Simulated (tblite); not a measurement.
C₅H₇O (doublet state).
SMILES with atom numbers: `[CH3:1][C:2](=[O:3])[C@@H:4]1[CH:5][CH2:6]1` (hydrogens: H7, H8, H9 on C1; H10 on C4; H11 on C5; H12, H13 on C6)

Cartesian coordinates in Å at the GFN2-xTB level; atoms count from 1:
```xyz
13
C5H7O angstrom
C      1.9608    0.1919   -0.6339
C      0.6901    0.2285    0.1780
O      0.6283    0.6856    1.2948
C     -0.5016   -0.3309   -0.5189
C     -1.6868    0.5384   -0.6149
C     -1.7682   -0.5806    0.3033
H      1.7893    0.6481   -1.6063
H      2.2567   -0.8436   -0.7922
H      2.7556    0.7184   -0.1126
H     -0.2815   -1.0030   -1.3393
H     -1.7747    1.5909   -0.4483
H     -1.7207   -0.3918    1.3719
H     -2.3519   -1.4515    0.0394
```

The geometry is computed with GFN2-xTB (gas phase). This method treats the open shell by occupation alone, without spin polarisation.

Take the most abundant isotopes and a rigid rotor. The values belong to one conformer with, in the numbering `[CH3:1][C:2](=[O:3])[C@@H:4]1[CH:5][CH2:6]1`, C1–C2–C4–C5 -125°.

(1) Give the principal moments of inertia and the rotational constants in MHz.

(2) Classify the top.

(3) Is it planar, by Δ = Ic − Ia − Ib?

(4) Give the other two planar moments, Paa and Pbb, and the rms extents of the mass along the axes.

(5) List the rotational levels J(Ka,Kc) to J = 3 (MHz).

(6) Estimate the classical rotational partition function at 10 K, 50 K and 298.15 K.

Results:

(1) Ia = 68.47, Ib = 181.84, Ic = 213.44 u·Å²; 505379 MHz·u·Å²/I gives A = 7381, B = 2779, C = 2368 MHz.

(2) An asymmetric top. Ray's parameter κ = (2B − A − C)/(A − C) = -0.836; −1 is the prolate and +1 the oblate limit.

(3) Not planar: Δ = Ic − Ia − Ib = -36.86 u·Å². For a rigid frame Δ = −2 Σ m c², so Σ m c² = 18.43 u·Å² lies off the ab plane: 7.02 from hydrogen and 11.41 from heavier atoms. The atom farthest from that plane is 1.75 Å away.

(4) Paa = Σ m a² = (Ib + Ic − Ia)/2 = 163.40 and Pbb = Σ m b² = (Ia + Ic − Ib)/2 = 50.04 u·Å². With the mass M = 83.05 u, the rms extents √(P/M) along a, b and c are 1.40, 0.78, 0.47 Å.

(5) Above 0(0,0):
J = 1: 1(0,1) 5147, 1(1,1) 9749, 1(1,0) 10160
J = 2: 2(0,2) 15415, 2(1,2) 19631, 2(1,1) 20866, 2(2,1) 34671, 2(2,0) 34697
J = 3: 3(0,3) 30751, 3(1,3) 34439, 3(1,2) 36907, 3(2,2) 50112, 3(2,1) 50243, 3(3,1) 74164, 3(3,0) 74166

(6) Point group C1, symmetry number σ = 1; q = (√π/σ)·√((kT/h)³/(ABC)), k/h = 20836.6 MHz/K: 765 at 10 K, 8550 at 50 K, 125000 at 298.15 K.

For this open shell read J as N, the rotation without spin; fine and hyperfine splittings come on top. Its GFN2-xTB frequencies are all real (lowest 67 cm⁻¹). Constants of a rigid frame at the computed geometry: no zero-point averaging, no centrifugal distortion.

Hardware: one thread of an Arm Neoverse V2, no GPU, shared host. Cost: 0.19 s. These figures are those of the optimisation.
